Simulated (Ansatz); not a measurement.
# Elastic constant C44 of trigonal Se at several levels of theory

No measured value is used here.

Problem. Put these levels in order of the elastic constant C44 that they give for trigonal Se, smallest first: HSE06 (Ansatz, a first-principles code), PBEsol (Ansatz), r²SCAN (Ansatz).

Solution. HSE06 (5.20 GPa), r²SCAN (13.6 GPa), PBEsol (37.6 GPa)

Unless a cell is named, each level is at its own relaxed cell (PBEsol 24.11, r²SCAN 29.26, HSE06 33.34 Å³/atom).

PBEsol, HSE06, r²SCAN: the cell comes from a level without a dispersion term, which matters for the spacing of layers, chains or molecules. Each level is taken at its own relaxed cell. Cutoffs and k meshes differ between the levels. Ansatz's density-functional and Hartree–Fock values are scalar-relativistic unless marked +SOC, with PAW data made under PBE.
